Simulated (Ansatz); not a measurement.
# C4H4 (SMILES C#CC=C): functionals against CCSD(T) at one geometry

A test off equilibrium: a structure displaced at random from a GFN2-xTB minimum is computed at several levels, and each is set against CCSD(T).

Method: single points in def2-TZVPP; program: Ansatz 0.2.0, Gaussian basis.

Cores are frozen in the correlated methods.

## 1. The system as given

SMILES `C#CC=C`, 8 atoms, charge 0, spin multiplicity 1.

Atoms are counted from 1 here; the program's logs count them from 0.

Bond lengths: C1–C2 1.249 Å, C1–H5 0.980 Å, C2–C3 1.503 Å, C3–C4 1.223 Å, C3–H6 1.235 Å, C4–H7 1.058 Å. Angles: C2–C1–H5 153.1°, C1–C2–C3 168.4°, C2–C3–C4 131.5°, C2–C3–H6 112.3°, C4–C3–H6 112.6°, C3–C4–H7 144.2°.

Coordinates:

```xyz
8
charge 0, multiplicity 1
C    -1.1632    1.5741   -0.7926
C    -0.2269    0.8584   -0.3798
C     0.6879   -0.1234    0.2962
C     0.5409   -1.3037    0.5806
H    -1.5613    2.2199   -1.4124
H     1.5310    0.4333    1.0060
H     0.9932   -2.1361    1.0512
H    -0.4586   -1.9163   -0.1435
```

## 2. CCSD(T)/def2-TZVPP

run/in.yaml

```yaml
crystal:
  periodic: [false, false, false]
  atoms:
    - {symbol: C, position_ang: [-1.163200, 1.574100, -0.792600]}
    - {symbol: C, position_ang: [-0.226900, 0.858400, -0.379800]}
    - {symbol: C, position_ang: [0.687900, -0.123400, 0.296200]}
    - {symbol: C, position_ang: [0.540900, -1.303700, 0.580600]}
    - {symbol: H, position_ang: [-1.561300, 2.219900, -1.412400]}
    - {symbol: H, position_ang: [1.531000, 0.433300, 1.006000]}
    - {symbol: H, position_ang: [0.993200, -2.136100, 1.051200]}
    - {symbol: H, position_ang: [-0.458600, -1.916300, -0.143500]}
basis:
  gaussian: {orbitals: def2-TZVPP}
correlation: {method: ccsd_t}
output: {forces: true}
```

No record of the launch command was kept for these runs.

## 3. PBE0-D4/def2-TZVPP

run/in.yaml, as its differences from that of step 2:

```diff
@@ -13,3 +13,3 @@
   gaussian: {orbitals: def2-TZVPP}
-correlation: {method: ccsd_t}
-output: {forces: true}
+hamiltonian: {xc: pbe0, dispersion: d4}
+output: {forces: true, orbitals: {seedname: orbitals}}
```

## 4. wB97M-V/def2-TZVPP

run/in.yaml, as its differences from that of step 3:

```diff
@@ -13,3 +13,3 @@
   gaussian: {orbitals: def2-TZVPP}
-hamiltonian: {xc: pbe0, dispersion: d4}
-output: {forces: true, orbitals: {seedname: orbitals}}
+hamiltonian: {xc: {name: wB97M-V}}
+output: {forces: true}
```

## 5. r2SCAN-D4/def2-TZVPP

run/in.yaml, as its differences from that of step 4:

```diff
@@ -13,3 +13,3 @@
   gaussian: {orbitals: def2-TZVPP}
-hamiltonian: {xc: {name: wB97M-V}}
+hamiltonian: {xc: r2scan, dispersion: d4}
 output: {forces: true}
```

## 6. PBE-D4/def2-TZVPP

run/in.yaml, as its differences from that of step 5:

```diff
@@ -13,3 +13,3 @@
   gaussian: {orbitals: def2-TZVPP}
-hamiltonian: {xc: r2scan, dispersion: d4}
+hamiltonian: {xc: pbe, dispersion: d4}
 output: {forces: true}
```

## 7. LC-wPBE/def2-TZVPP

run/in.yaml, as its differences from that of step 6:

```diff
@@ -13,3 +13,3 @@
   gaussian: {orbitals: def2-TZVPP}
-hamiltonian: {xc: pbe, dispersion: d4}
+hamiltonian: {xc: {name: LC-wPBE}}
 output: {forces: true}
```

## 8. wB97X-V/def2-TZVPP

run/in.yaml, as its differences from that of step 7:

```diff
@@ -13,3 +13,3 @@
   gaussian: {orbitals: def2-TZVPP}
-hamiltonian: {xc: {name: LC-wPBE}}
+hamiltonian: {xc: {name: wB97X-V}}
 output: {forces: true}
```

(Steps that only read results are left out.)

**Question.** What will these runs give? Wanted: energy less free atoms, CCSD(T)/def2-TZVPP; RMS force component; RMS force error; HOMO and LUMO, PBE0-D4; T1 diagnostic.

**Answer**, as computed:

| quantity | value |
| --- | --- |
| energy less free atoms, CCSD(T)/def2-TZVPP | -33.515 eV |
| RMS force component | 3.873 to 4.117 eV/Å over the methods |
| RMS force error | PBE0-D4 0.408, wB97M-V 0.523, r2SCAN-D4 0.313, PBE-D4 0.279, LC-wPBE 0.702, wB97X-V 0.514 eV/Å |
| HOMO and LUMO, PBE0-D4 | -7.68 and -1.01 eV |
| T1 diagnostic | 0.014 |

Against CCSD(T) the functionals' energies less atoms differ by -2.353 to -0.716 eV, PBE-D4 by -2.353 eV. The reference is not at the basis limit: in triple zeta CCSD(T) underbinds, which counts against methods that bind more; the gaps are no ranking. On forces the order runs from PBE-D4 to LC-wPBE. Frozen-core CCSD(T) forces in triple zeta carry basis errors of their own, and this is one geometry, so small gaps rank nothing. The restricted Hartree–Fock reference is unstable towards an unrestricted one at one or more of these structures.
